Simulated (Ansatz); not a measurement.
Geometry optimisation, UKS PBE/def2-SVP (Ansatz 0.2.0).

Input:

```yaml
crystal:
  periodic: [false, false, false]
  atoms:
    - { symbol: Si, position_ang: [0.000454, 5.0e-06, -0.407137] }
    - { symbol: H, position_ang: [-0.000202, -2.2e-05, 2.25836] }
    - { symbol: H, position_ang: [1.436118, 0.000148, -0.860931] }
    - { symbol: H, position_ang: [-0.717528, 1.243272, -0.86085] }
    - { symbol: H, position_ang: [-0.717281, -1.243406, -0.860844] }
    - { symbol: C, position_ang: [-5.9e-05, -2.4e-05, 3.370352] }
    - { symbol: H, position_ang: [-0.564445, -0.878726, 3.734738] }
    - { symbol: H, position_ang: [1.043199, -0.049499, 3.734489] }
    - { symbol: H, position_ang: [-0.478755, 0.928152, 3.734724] }
magnetization:
  spin_polarized: true
  initial_magnetization: 1
basis:
  gaussian: { orbitals: def2-SVP }
hamiltonian:
  xc: pbe
relax:
  f_tol: 0.03
  max_steps: 50
```

Launched with:

```bash
$ ansatz run input.yaml --threads 2 --pin off --max-ram 3072MiB --backend cpu --events-out ev --progress --plain --runs-dir out
```

Problem. Where does it end, and by what steps?

Solution. The run converged. The force dipped under the threshold on the way, but the program's further checks kept it going. After 4 steps the energy has fallen by 0.034 eV; Si1 moved furthest, 0.37 Å.

```json
{"step": "0", "energy less start (eV)": "0.0000", "largest force component (eV/Å)": "0.129", "accepted": "yes"}
{"step": "1", "energy less start (eV)": "-0.0269", "largest force component (eV/Å)": "0.126", "accepted": "yes"}
{"step": "2", "energy less start (eV)": "-0.0317", "largest force component (eV/Å)": "0.047", "accepted": "yes"}
{"step": "3", "energy less start (eV)": "-0.0333", "largest force component (eV/Å)": "0.018", "accepted": "yes"}
{"step": "4", "energy less start (eV)": "-0.0335", "largest force component (eV/Å)": "0.015", "accepted": "yes"}
```

```xyz
9
Properties=species:S:1:pos:R:3
Si 0.001 0.000 -0.776
H 0.000 0.000 2.554
H 1.435 0.000 -1.229
H -0.717 1.243 -1.229
H -0.717 -1.243 -1.229
C 0.000 0.000 3.661
H -0.564 -0.877 4.030
H 1.042 -0.049 4.030
H -0.478 0.927 4.030
```

Whether the end is a true minimum wasn't checked by a vibrational analysis.

Run time: 5.9 s on 2 threads of Arm Neoverse V2 (shared host), peak memory 0.12 GiB.
